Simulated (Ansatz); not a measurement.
AlH2Et (C₂H₇Al). The state is a singlet with charge 0. Geometry PBE0-D4/def2-TZVP; atoms count from 1.

```xyz
10

Al    0.110    1.628   -0.345
H     0.325    2.029   -1.871
H    -0.574    2.684    0.632
C     0.615   -0.155    0.296
C    -0.496   -1.192    0.080
H     0.868   -0.106    1.360
H     1.524   -0.483   -0.222
H    -0.201   -2.184    0.434
H    -1.413   -0.925    0.614
H    -0.757   -1.297   -0.978
```

(1) Estimate the Mulliken populations from the PBE0/def2-TZVP orbitals of Ansatz.

(2) And the Mayer bond orders between bonded heavy atoms (over 0.3)?

## Answers

(1) 
| atom | charge (e) |
| --- | --- |
| Al1 | 0.38 |
| H2 | -0.11 |
| H3 | -0.11 |
| C4 | -0.38 |
| C5 | -0.41 |
| H6 | 0.12 |
| H7 | 0.12 |
| H8 | 0.13 |
| H9 | 0.13 |
| H10 | 0.13 |
Mulliken values and Mayer orders depend strongly on the basis.

(2) Al1–C4 0.96 (1.96 Å); C4–C5 1.00 (1.54 Å).
